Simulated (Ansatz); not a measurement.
# H2O (charge +1), doublet: CASSCF and its corrections

Computed with Ansatz's Gaussian-basis code (development build). Basis cc-pVDZ, nonrelativistic, 1 orbital frozen in the corrections. State-specific CASSCF; RHF is the lowest restricted (open-shell) Hartree–Fock solution met. Solutions may break the symmetry of the shape. Lower solutions, or ones in other orbitals, may exist.

Geometry:

```
atom   x (Å)    y (Å)    z (Å)
   O  0.0000   0.0000  -0.1075
   H  0.0000   0.7548   0.4300
   H  0.0000  -0.7548   0.4300
```

Problem. What do CASSCF and its corrections give against RHF in CAS(7,6), and what are the occupations?

Solution. CASSCF -1.350 eV, SC-NEVPT2 -4.135 eV; occupations 2.00, 1.98, 1.98, 1.00, 0.02, 0.02.
